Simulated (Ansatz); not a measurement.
Species: CHOS, charge 1, singlet. CHOS+ (SMILES O=C=[SH+]).
B3LYP-D3(BJ)/def2-TZVP minimum from Ansatz (a quantum-chemistry and plane-wave program):
```xyz
4

O      0.3696     0.6925    -1.5532
C      0.1278     0.2560    -0.5478
S     -0.1936    -0.4855     0.8930
H     -0.6258     0.6926     1.4247
```
Charge +1, spin multiplicity 1.

Hartree-Fock and MP2 correlation energies in hartree (Ansatz). Open shells are spin-unrestricted; no spin-orbit coupling. Cores are frozen in correlated methods. No relativity.

```json
[
 {"basis": "cc-pV(T+d)Z", "X": "3", "E(HF)": "-510.59310", "E(corr, MP2)": "-0.53689"},
 {"basis": "cc-pV(Q+d)Z", "X": "4", "E(HF)": "-510.60526", "E(corr, MP2)": "-0.57598"},
 {"basis": "cc-pV(5+d)Z", "X": "5", "E(HF)": "-510.60780", "E(corr, MP2)": "withheld"}
]
```

**Question.** Fit E(corr) = E∞ + A/X³ to X = 3 and 4, predict X = 5, and compare with the run.

**Answer.** A = (-0.53689 - (-0.57598))/(1/27 - 1/64) = 1.8256; E∞ = -0.57598 - A/64 = -0.60451; at X = 5, E∞ + A/125 = -0.58990. The run gave -0.59230, 2.40 mEh below the prediction. The same form on X = 4 and 5 gives E∞ = -0.60942, 4.92 mEh below the first estimate.
